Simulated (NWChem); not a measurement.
System: CH cation, singlet

NWChem input:

```
start job
memory heap 200 mb stack 900 mb global 1100 mb
charge 1
geometry units angstroms noautosym nocenter noautoz
  C      0.000000     0.000000    -0.145021
  H      0.000000     0.000000     1.002223
end
basis spherical
  C library pcj-1
  H library pcj-1
end
dft
  odft
  mult 1
  xc b3lyp
  iterations 150
end
property
  spinspin 1 1 2
end
task dft property
```

Low-valent species are run as closed-shell singlets; no triplet was tried in these runs. Structure relaxed at the PBE0/def2-SVP level. B3LYP is NWChem's, with the RPA form of VWN correlation.

Isotropic indirect couplings, all four terms, static geometry, non-relativistic.

Atoms are numbered as in the input.

Question: Predict the main results of this run. (B3LYP/pcJ-1.) Quantities: J(13C atom 1, 1H atom 2) (Hz).

Answer: 
```
Item                           Result
-----------------------------  ------
J(13C atom 1, 1H atom 2) (Hz)    34.3
```
